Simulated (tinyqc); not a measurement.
Harmonic frequencies on the UHF/sto-6g surface (energies and gradients from PySCF), for BH, spin multiplicity 3, step by step. One step of it, computed by the program tinyqc.

Problem. One row of the Hessian: 1Bz. Displace 1Bz by +/-0.005 bohr; H(k, :) = (g(+) - g(-)) / (2 delta).

optimised positions (bohr), order 1B, 2H:
$$\begin{pmatrix}
0.000000 & 0.000000 & 0.075938 \\
0.000000 & 0.000000 & 2.246535
\end{pmatrix}$$

gradient at +delta (hartree/bohr), order 1B, 2H:
$$\begin{pmatrix}
0.00000000 & 0.00000000 & 0.00186159 \\
0.00000000 & 0.00000000 & -0.00186159
\end{pmatrix}$$

gradient at -delta (hartree/bohr), order 1B, 2H:
$$\begin{pmatrix}
0.00000000 & 0.00000000 & -0.00184490 \\
0.00000000 & 0.00000000 & 0.00184490
\end{pmatrix}$$

Give: row of the Hessian.

Solution.

row of the Hessian (hartree/bohr^2): 1Bx 0.000000, 1By 0.000000, 1Bz 0.370650, 2Hx 0.000000, 2Hy 0.000000, 2Hz -0.370650
